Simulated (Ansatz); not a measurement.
Energy needed to pull apart CH5B (SMILES BC), singlet, into free ground-state atoms, from the structure below (displaced at random from a GFN2-xTB minimum); no zero-point or spin–orbit terms; open-shell atoms are treated unrestricted, in their ground-state multiplicity.

B1  (-0.245, -0.914, 0.029)
C2  (0.151, 0.656, -0.031)
H3  (0.452, -1.709, 0.609)
H4  (-1.304, -1.319, -0.407)
H5  (0.336, 1.027, 0.984)
H6  (1.140, 0.745, -0.583)
H7  (-0.531, 1.339, -0.536)
(Å)

Ansatz 0.2.0; basis: def2-TZVPP; cores frozen in the correlated methods.

```
   method  atomization energy (kcal/mol)
   PBE-D4                          591.4
r2SCAN-D4                          589.4
  PBE0-D4                              ?
 HSE06-D4                          588.3
  LC-wPBE                          585.4
  wB97M-V                          589.4
       HF                          464.6
      MP2                              ?
     CCSD                          570.7
  CCSD(T)                          574.9
```

What does PBE0-D4 give? (An estimate is asked for; the value comes from the calculation.)

By the calculation: 587.9 kcal/mol, which is about 13.0 kcal/mol more than CCSD(T)/def2-TZVPP.

What does MP2 give? (An estimate is asked for; the value comes from the calculation.)

The calculation gives: 576.1 kcal/mol, which is about 1.2 kcal/mol more than CCSD(T)/def2-TZVPP.

In triple zeta the MP2 and coupled-cluster atomization energies are still short of their basis limit by a few kcal/mol a bond, whereas those of the functionals are nearly converged, so these differences are not deviations from converged CCSD(T).

The T1 diagnostic stays at or below 0.009.

For scale, one of the runs: CCSD(T)/def2-TZVPP forces, 132 basis functions (an equivalent command: `ansatz run in.yaml --threads 4`). The run took 12 s on 4 CPU threads (shared host), with 1.2 GiB of host memory at its peak.
